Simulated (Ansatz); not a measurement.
Compare A (`C=C(F)C#CC`) with its isomer B (`FC1=CCC=C1`).

Isolated molecules relaxed with PBE0-D4/def2-TZVP in Ansatz; ΔE leaves out vibrations. CBS: MP2 limit from def2 TZ/QZ plus the TZ coupled-cluster correction, frozen cores. DFT in def2-TZVPP. B3LYP here is the variant with VWN-RPA as its local correlation; programs differ in this.

Which is lower in electronic energy at CCSD(T)/CBS, and by how much? (An estimate is asked.)

The calculation gave: B, by 118.8 kJ/mol.

Give E(B) − E(A) in kJ/mol with HF/def2-TZVPP, r2SCAN-D4, CCSD/def2-TZVPP, B3LYP, B2PLYP, CCSD(T)/def2-TZVPP, PBE-D4. (Estimate.)

The calculation gave: HF/def2-TZVPP -100.5, r2SCAN-D4 -120.5, CCSD/def2-TZVPP -116.3, B3LYP -98.4, B2PLYP -104.3, CCSD(T)/def2-TZVPP -117.6, PBE-D4 -121.7. None reverses the order clearly.

Largest T1 diagnostic: 0.012.

In def2-TZVPP, CCSD(T) changes the Hartree–Fock value by −17.1 kJ/mol (the triples alone add −1.3 kJ/mol) and MP2 by −18.1 kJ/mol. From PBE to PBE0 (25 % exact exchange), in def2-TZVPP and without D4, E(B) − E(A) moves by −13.9 kJ/mol.
